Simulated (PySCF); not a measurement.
**Which is lower?**

The two ends of one reaction step of Si2H6S, closed shell (PBE0-D4/def2-TZVP).

A:

```csv
atom,x (Å),y (Å),z (Å)
Si1,-1.1456,-0.0890,1.0102
S2,0.6386,-1.6273,0.6518
H3,0.5548,-1.8351,-0.6754
H4,-0.2283,0.5236,2.0628
Si5,-0.1238,1.2263,-0.6882
H6,0.0807,-2.8261,0.9199
H7,1.3709,1.3114,-0.6758
H8,-0.6459,2.6201,-0.6059
H9,-0.4771,0.6982,-2.0427
```

B:

Si1  (-0.333, -0.777, 0.120)
S2  (1.455, -1.297, 1.180)
H3  (-0.522, -1.663, -1.061)
H4  (-1.529, -0.925, 0.994)
Si5  (-0.077, 1.447, -0.554)
H6  (1.088, -2.565, 1.430)
H7  (0.173, 2.314, 0.627)
H8  (-1.320, 1.900, -1.235)
H9  (1.066, 1.566, -1.498)
(Å)

Computed with PySCF 2.14 with density fitting (its default auxiliary sets; JK sets also for MP2 and CCSD(T)) (basis: def2-TZVPP); correlated methods freeze the cores. B3LYP uses VWN-RPA correlation.

Problem. Which structure is lower at CCSD(T), and by how much? (Judge from chemistry; the value comes from the calculation.)

Solution. By the calculation: B, by 49.13 kcal/mol (electronic energy, against the other). By their contacts, A is Si₂H₆S ([SiH3][SiH][SH2]) and B is Si₂H₆S ([SiH3][SiH2][SH]).

All methods give the same order:

```csv
method,E(B) − E(A) (kcal/mol)
SPW92,-42.59
PBE-D4,-43.61
r2SCAN-D4,-48.74
PBE0-D4,-47.20
B3LYP-D4,-47.52
BHLYP-D4,-51.41
wB97M-V,-47.50
HF,-57.50
MP2,-51.13
CCSD,-50.40
CCSD(T),-49.13
```

The T1 diagnostic stays at or below 0.015.

Labels in which every atom is bracketed show which atoms are joined, not bond orders.

For scale, one of the runs: CCSD(T)/def2-TZVPP, 210 basis functions, launched by `OMP_NUM_THREADS=4 python run.py`. The run took 5.5 min on 4 CPU threads of an Arm Neoverse V2 (shared host), with 2.3 GiB of host memory at its peak.
